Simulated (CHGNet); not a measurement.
Corundum (α-Al2O3)

The numbers are results of the machine-learned potential CHGNet 0.3.0 (trained on PBE and PBE+U data), not measurements.

Cell (relaxed at this level):

```
CELL_PARAMETERS angstrom
      2.40603     1.38912     4.37225
     -2.40603     1.38912     4.37225
      0.00000    -2.77824     4.37225
ATOMIC_POSITIONS crystal
  Al 0.85232 0.85232 0.85232
  Al 0.35232 0.35232 0.35232
  Al 0.14768 0.14768 0.14768
  Al 0.64768 0.64768 0.64768
  O  0.44446 0.05554 0.75000
  O  0.05554 0.75000 0.44446
  O  0.55554 0.94446 0.25000
  O  0.25000 0.55554 0.94446
  O  0.94446 0.25000 0.55554
  O  0.75000 0.44446 0.05554
```

| Quantity | Result |
|---|---|
| lattice constant a | 4.812 Å |
| lattice parameter c | 13.117 Å |
| volume per atom | 8.77 Å³/atom |

Measured, for comparison: lattice constant a 4.759 Å, lattice parameter c 12.991 Å (temperature not stated, not corrected to a static lattice; as tabulated in Lallet et al. (2009), arXiv:0801.3594). Computed (rounded) less measured: lattice constant a +1.1 %, lattice parameter c +1.0 %.

A machine-learned potential is trained on density-functional data: it inherits that level's misses and adds fitting errors of its own.
